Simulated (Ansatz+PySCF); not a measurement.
**doublet CHO: levels of theory in one basis**

```xyz
3

C     0.0000    0.5249   -0.3523
H     0.0000    1.6127    0.2127
O     0.0000   -0.5952    0.2377
```

Basis set: def2-SVP (spherical functions). Frozen core: 2 orbitals. Correlation on ROHF uses semicanonical orbitals with singles. Charge 0, multiplicity 2.

Computed with Ansatz (development build ahead of 0.2.0); each method stands on the lowest determinant of its kind that the runs found. NEVPT2 correlates all electrons. Active spaces start from the frontier orbitals, and the lowest solution found is given.

```csv
method,E − E(ROHF) (eV),<S²> of the determinant
ROHF,0.00,0.75
UHF,-0.17,0.91
UHF-MP2,-8.16,0.91
ROHF-CCSD,-8.78,–
UHF-CCSD,-8.79,0.91
ROHF-CCSD(T),-9.14,–
UHF-CCSD(T),-9.12,0.91
"CASSCF(11,9)",-3.78,–
"SC-NEVPT2(11,9)",-8.34,–
```

Task: What does ROHF-MP2 give on the same scale?

Result: -8.58 eV.

Task: Is a single determinant a sound starting point here?

Result: Only with care. Unrestricted orbitals gain 0.17 eV and <S²> is 0.91 against 0.75 for a pure state, a contamination that matters most for the unrestricted series. The CASSCF(11,9) natural occupations are 2.00, 1.99, 1.97, 1.96, 1.93, 1.02, 0.08, 0.03, 0.02.

Caution for UHF, UHF-MP2, UHF-CCSD, UHF-CCSD(T): the unrestricted determinant is spin contaminated.
